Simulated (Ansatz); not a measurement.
# One elementary step

Start structure (SiH4ClF, singlet), relaxed at PBE0-D4/def2-TZVP:

```
7
angstrom
Si -0.9236 -0.5214 0.0684
F -0.0082 0.1957 1.1536
H -0.3971 -0.1955 -1.2703
H -0.9413 -1.9667 0.3626
Cl -2.8178 0.2067 0.2267
H 2.3109 1.1092 0.0194
H 2.7770 1.1720 -0.5605
```

The step: SiH₂ClF ([F][SiH2][Cl]) + H₂ → SiH₃Cl ([SiH3][Cl]) + HF; bonds formed: Si1–H7, F2–H6; bonds broken: Si1–F2, H6–H7. Program: Ansatz 0.2.0. Basis: def2-TZVPP and def2-QZVPP. Cores are frozen in the correlated methods. Extrapolation: Hartree–Fock as exp(−7.88 √X), correlation as X^−2.97. Energies below are by CCSD(T) at an estimated basis limit (MP2 extrapolated from triple and quadruple zeta, plus CCSD(T) − MP2 in triple zeta).

What are the electronic barrier and the energy of the step, from the start structure to the end structure? (Judge from chemistry; the value comes from the calculation.)

The calculation gives: Barrier 63.64 kcal/mol; step energy 25.59 kcal/mol (uphill); reverse barrier, their difference, 38.05 kcal/mol. Barrier and step energy count from the start structure, the reverse barrier from the end structure.

The saddle point: One imaginary mode of 1145i cm⁻¹.
```json
{"pair": "Si1–H7", "start (Å)": "4.12", "saddle (Å)": "1.69", "end (Å)": "1.48"}
{"pair": "F2–H6", "start (Å)": "2.74", "saddle (Å)": "1.18", "end (Å)": "0.93"}
{"pair": "Si1–F2", "start (Å)": "1.59", "saddle (Å)": "1.93", "end (Å)": "3.49"}
{"pair": "H6–H7", "start (Å)": "0.75", "saddle (Å)": "1.00", "end (Å)": "3.16"}
```

Zero-point energy (harmonic, PBE0-D4): ZPE is 20.66 kcal/mol at the start and 22.26 kcal/mol at the saddle, so the barrier goes from 63.64 to 65.24 kcal/mol.

The T1 diagnostic stays at or below 0.012.

Labels in which every atom is bracketed show which atoms are joined, not bond orders.

For scale, one of the runs: CCSD(T)/def2-TZVPP, 171 basis functions, launched by `ansatz run in.yaml --threads 2 --pin off --events-out ev --progress --plain --max-ram 4352MiB`. Hardware: 2 CPU threads of an Arm Neoverse V1, shared host. Wall time 27 s; peak host memory 1.4 GiB.
